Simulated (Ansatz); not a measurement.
CH3NSi (`N#C[SiH3]`). The species carries charge 0 and has multiplicity 1.

```xyz
6

N     2.103    0.207    1.168
C     1.100    0.109    0.611
Si   -0.510   -0.050   -0.283
H    -1.554   -0.330    0.727
H    -0.376   -1.166   -1.244
H    -0.762    1.231   -0.978
```

**Question.** Give the diagnostics of a CCSD(T)/def2-TZVPP run (frozen core, Ansatz). (Estimate.)

**Answer.** Ansatz gave: T1 = 0.0135, largest single amplitude 0.014, largest double 0.040, (T) share of the correlation energy 4.5 %, 9 CCSD cycles. The RHF solution is stable towards an unrestricted one. T1 lies under the customary mark of 0.02 for closed shells.
